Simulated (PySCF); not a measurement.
## Which orbitals make which state

Compound: methyl acetate, C3H6O2.
Numbering: `[CH3:1][O:2][C:3]([CH3:4])=[O:5]` (hydrogens: H6, H7, H8 on C1; H9, H10, H11 on C4)

Level of theory: PySCF, TDDFT CAM-B3LYP/def2-SVPD, vertical, gas phase, core orbitals frozen in the response. Isolated species at its PBE0-D3(BJ)/def2-SVP geometry (one conformer only). Torsions of this conformer, `[CH3:1][O:2][C:3]([CH3:4])=[O:5]`: C1–O2–C3–C4 179°.

Orbital energies (eV): HOMO-3 -12.04, HOMO-2 -11.74, HOMO-1 -10.33, HOMO -9.61, LUMO 1.22, LUMO+1 1.41, LUMO+2 1.80.

Computed singlets:

```
state  E (eV)       f
   S1    5.97  0.0010
   S2    7.78   0.019
   S3    8.25   0.137
   S4    8.42   0.018
   S5    8.83  0.0006
   S6    8.89  0.0000
   S7    9.30   0.019
   S8    9.37  0.0001
   S9    9.48  0.0080
  S10    9.68   0.023
```

Q: Assign a leading configuration to S1, S2, S3, S4 and S6 and set E beside the orbital difference Δε.

A: 

```
state  leading configuration  weight  Δε (eV)  E (eV)  E − Δε (eV)       f  other configurations
   S1            HOMO→LUMO+1    0.95    11.02    5.97        -5.05  0.0010                     –
   S2              HOMO→LUMO    0.87    10.83    7.78        -3.05   0.019                     –
   S3          HOMO-1→LUMO+1    0.86    11.74    8.25        -3.49   0.137                     –
   S4            HOMO-1→LUMO    0.89    11.55    8.42        -3.14   0.018                     –
   S6          HOMO-2→LUMO+1    0.88    13.15    8.89        -4.27  0.0000                     –
```

E − Δε runs from -5.05 to -3.05 eV. By orbital difference alone the order would be S2, S1, S4, S3, S6.

H and L stand for HOMO and LUMO. The other states: S5 8.83 eV, f 0.0006, H→L+2 (90%); S7 9.30 eV, f 0.019, H-1→L+2 (82%), H-1→L+4 (12%); S8 9.37 eV, f 0.0001, H→L+5 (88%); S9 9.48 eV, f 0.0080, H→L+3 (54%), H→L+4 (15%), H-2→L (9%); S10 9.68 eV, f 0.023, H→L+4 (47%), H→L+3 (26%), H-3→L+1 (13%).

Q: Pair triplets and singlets of the same leading configuration (75% or more in both) and give the splittings.

A: 

```
configuration  triplet  E(T) (eV)  singlet  E(S) (eV)  E(S) − E(T) (eV)
  HOMO→LUMO+1       T1       5.44       S1       5.97             +0.53
HOMO-1→LUMO+1       T2       6.23       S3       8.25             +2.02
    HOMO→LUMO       T3       7.65       S2       7.78             +0.13
```

The 4 triplets are Tamm–Dancoff values, the singlets full response.

Summed over the main configurations (up to three a state, each over 8%) of all 10 singlets, the electron leaves HOMO with weight 5.01, HOMO-1 with weight 2.69, HOMO-2 with weight 0.96 and HOMO-3 with weight 0.13.

The vertical ionisation energy (ΔSCF) is 10.62 eV, 0.94 eV above S10.

The run took 47 s on Arm Neoverse V1, one thread, no GPU, shared host.
